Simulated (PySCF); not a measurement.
Gas-phase reaction: 2 trisilylamine ⇌ SiH2(NH2)2 + 2 H + 5 SiH2

Computed with PySCF and rigid-rotor harmonic-oscillator thermochemistry at 1 bar. † marks an energy on the PBE0/def2-TZVP geometry and frequencies; other levels use their own. 6-31G* has spherical d functions here. Open shells (unrestricted): H (multiplicity 2); the rest are closed-shell singlets. B3LYP is the form with VWN-RPA correlation. No R ln 2 is added for the mirror-image form of SiH2(NH2)2. SiH2(NH2)2: computed as isolated molecules; such fragments, hydroxides, amides, oligomers or adducts are transient or little studied in the gas. The harmonic model lacks anharmonicity and excited electronic states, which grow with temperature; levels with a mode under 35 cm⁻¹ are left out. Internal rotation in trisilylamine, SiH2(NH2)2 is treated as a harmonic vibration of one conformer, which makes the entropy rough.

| level | ΔE electronic, kJ | ΔH°(298 K), kJ | ΔS°(298 K), J/K | ΔG°(1000 K), kJ |
|---|---|---|---|---|
| B3LYP/def2-TZVP† | 1778 | 1713 | 824 | 887 |
| BLYP/def2-TZVP† | 1696 | 1631 | 824 | 805 |
| HF/6-31G* | 1662 | 1588 | 841 | 740 |
| HF/def2-TZVP† | 1704 | 1638 | 824 | 813 |
| M06-2X/def2-TZVP† | 1861 | 1796 | 824 | 970 |
| PBE0/def2-SVP† | 1827 | 1761 | 824 | 936 |
| LDA/def2-TZVP† | 1994 | 1929 | 824 | 1103 |
| ωB97X-V/def2-TZVP† | 1906 | 1841 | 824 | 1015 |
ΔH° is lowest at HF/6-31G* and highest at LDA/def2-TZVP†. No reference value is set beside these.
